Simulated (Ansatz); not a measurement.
# Y (model structure, started from the beta-Sn type, I4₁/amd, No. 141, 2 atoms in the cell): properties by level of theory

```csv
level (code),lattice parameter a (Å),lattice parameter c (Å)
PBE (Ansatz),6.230,(withheld)
PBE-D3(BJ) (Ansatz),(withheld),(withheld)
r²SCAN (Ansatz),6.191,3.431
```

### Question
What belongs in the gaps?

### Answer

- PBE (Ansatz, a program for electronic structure), lattice parameter c (Å): 3.408
- PBE-D3(BJ) (Ansatz), lattice parameter a (Å): 6.110
- PBE-D3(BJ) (Ansatz), lattice parameter c (Å): 3.365

Ansatz's density-functional and Hartree–Fock values are scalar-relativistic unless marked +SOC, with PAW data made under PBE.

The crystal itself was run without spin with PBE, PBE-D3(BJ), r²SCAN; a magnetic state was not tried in these runs.

The computed numbers hold no vibrational or temperature effects.

A model structure was made by putting elements into a prototype or built by hand; it is no filed structure, need not be a known phase, and can be a saddle point held by its symmetry.
